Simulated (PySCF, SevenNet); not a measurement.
# How well does each level of theory give the bulk modulus of zinc-blende GaSb?

Reference value: 57 GPa (measured, temperature not stated, no zero-point or thermal correction; as tabulated in Toher et al. (2017), arXiv:1611.05714).

```csv
level (code),value (GPa),cell (Å³/atom),difference (%)
SevenNet-0,41.4,30.04,-27
Hartree–Fock (PySCF),60.0 ± 2,29.71,+5.3
MP2 (PySCF),56.5 ± 2,28.85,-0.9
```

The reference's temperature isn't stated, so close values are not ranked against it. Off by more than 20 %, or 28 % on the side where a correction would as a rule narrow the miss (bounds picked here): SevenNet-0 (-27 %).

The reference isn't brought to a static lattice, while the calculations are for one, so the differences are not the levels' errors alone. A static lattice is as a rule stiffer than a warm one, by over a tenth in soft solids.  A ± on a computed value is a rough bar: the spread of its extrapolation, a floor set from checks against published values, or a statistical error. Each level is taken at its own relaxed cell.

Machine-learned potentials (SevenNet-0) are trained on DFT data: a solid inside that data is no test of them.

Differences are worked out from the printed values.
